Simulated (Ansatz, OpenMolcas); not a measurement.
# How methods differ on AlH3 (SMILES [AlH3])

The species is AlH3 (4 atoms), meant as a singlet with charge 0. As SMILES, `[AlH3]`. The coordinates come from a PBE0-D4/def2-TZVP relaxation.

```jsonl
{"atom": "Al", "x (Å)": "0.0137", "y (Å)": "-0.0148", "z (Å)": "-0.0051"}
{"atom": "H", "x (Å)": "0.6332", "y (Å)": "0.6709", "z (Å)": "1.2836"}
{"atom": "H", "x (Å)": "-1.3408", "y (Å)": "-0.8320", "z (Å)": "0.1051"}
{"atom": "H", "x (Å)": "0.7494", "y (Å)": "0.1157", "z (Å)": "-1.4039"}
```

Each level gives the energy change with the Al1–H3 bond stretched from 1.586 to 2.379 Å (eV). The values are calculated.

```tsv
level	kind	program	value (eV)	less FCI/3-21G
HF/3-21G (restricted)	Hartree–Fock	OpenMolcas	1.85	+0.43
BLYP/3-21G (restricted)	GGA	Ansatz	1.52	+0.10
r2SCAN0/3-21G (restricted)	hybrid meta-GGA	Ansatz	1.71	+0.29
CAM-B3LYP/3-21G (restricted)	range-separated hybrid	Ansatz	1.74	+0.32
HSE06/3-21G (restricted)	range-separated hybrid	Ansatz	1.63	+0.21
CCSD(T)/3-21G (restricted)	coupled cluster or CI	Ansatz	1.43	+0.01
CCSDT/3-21G (restricted)	coupled cluster or CI	Ansatz	1.42	0.00
CISD/3-21G (restricted)	coupled cluster or CI	OpenMolcas	1.48	+0.06
FCI/3-21G	exact in the basis	Ansatz	1.42	0.00
```

FCI/3-21G is exact within its basis and frozen core, so for wave-function methods in that basis the difference is their error; functionals converge differently with the basis, so for them it is only a difference. The first shape isn't each level's own minimum. The values span 1.42 to 1.85 eV. All rows use very small basis sets, so none should be taken for the real molecule's value.
